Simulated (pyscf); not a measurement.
**Concerted two-bond exchange: H₃C–O–SiH₃ (SMILES CO[SiH3]) → HO–CH₂–SiH₃ (SMILES OC[SiH3])**

Gas phase, singlet surface, charge 0. Bonds broken: C1–H4, O2–Si3. Bonds formed: C1–Si3, O2–H4. PySCF, gas phase, ωB97X-D3(BJ)/def2-SVP geometries. MP2 and CC: frozen core, UHF for open shells. ΔMP2 is the change of the MP2 total energy from the triple- to the quadruple-zeta basis.

Transition state (Å):

```xyz
9

C     -1.1485     1.5567    -0.0665
O     -1.8479     0.0618     0.0053
Si    -0.3935    -0.2733    -0.9007
H     -2.2113     1.0459     0.4521
H     -0.7366     1.8327     0.9070
H     -1.7049     2.2057    -0.7462
H     -0.6252    -1.7554    -1.0900
H     -0.3490     0.2861    -2.2796
H      0.8830    -0.1821    -0.1395
```

One imaginary mode, 1665i cm⁻¹; descent along it reached the two sides named.

```tsv
bond	change	reactant side (Å)	saddle	product side
C1–H4	breaks	1.101	1.288	1.952
O2–Si3	breaks	1.664	1.746	2.7
C1–Si3	forms	2.7	2.148	1.895
O2–H4	forms	2.047	1.140	0.963
```

Electronic energies relative to the reactant's lowest minimum found (kcal/mol):

```tsv
level	barrier	reaction energy	reverse barrier
ωB97X-D3(BJ)/def2-TZVP	106.9	+25.0	81.9
PBE/def2-TZVP	98.4	+23.1	75.3
r²SCAN/def2-TZVP	102.4	+25.6	76.8
B3LYP-D3(BJ)/def2-TZVP	106.9	+26.1	80.8
PBE0-D3(BJ)/def2-TZVP	104.0	+23.8	80.2
M06-2X/def2-TZVP	106.3	+27.1	79.2
ωB97M-D3(BJ)/def2-TZVP	104.8	+25.2	79.6
HF/def2-TZVP	124.6	+29.3	95.2
MP2/def2-QZVPP	105.5	+25.9	79.6
CCSD/def2-TZVPP	109.8	+25.5	84.4
CCSD(T)/def2-TZVPP	106.5	+25.1	81.4
CCSD(T)/def2-TZVPP + ΔMP2(QZVPP)	106.3	+25.0	81.3
```

With CCSD(T)/def2-TZVPP + ΔMP2(QZVPP) energies and thermal terms (ideal gas, 1 atm, RRHO with modes under 100 cm⁻¹ raised to 100, one conformer, R ln 2 for chiral ones without a mode under 150 cm⁻¹), in kcal/mol:

```csv
T (K),ΔH‡,ΔG‡,ΔH,ΔG
298,101.4,101.8,+24.5,+24.9
600,101.9,102.0,+24.9,+25.1
900,102.0,102.0,+25.2,+25.1
1200,101.9,102.0,+25.3,+25.0
```

The same reactants have a lower exit, to SiH₂ [singlet] + H₃C–OH (barrier +78.3 kcal/mol at ωB97M-D3(BJ), against +104.8 kcal/mol here). H₃C–O–SiH₃ lies 23.7 kcal/mol over its isomer H₃C–SiH₂–OH (electronic energy, ωB97M-D3(BJ)). HO–CH₂–SiH₃ lies 48.9 kcal/mol over its isomer H₃C–SiH₂–OH (electronic energy, ωB97M-D3(BJ)). One saddle was located; it need not be the lowest between these sides. The CCSD(T) − MP2 part came from Ansatz, without density fitting, on the same reference.
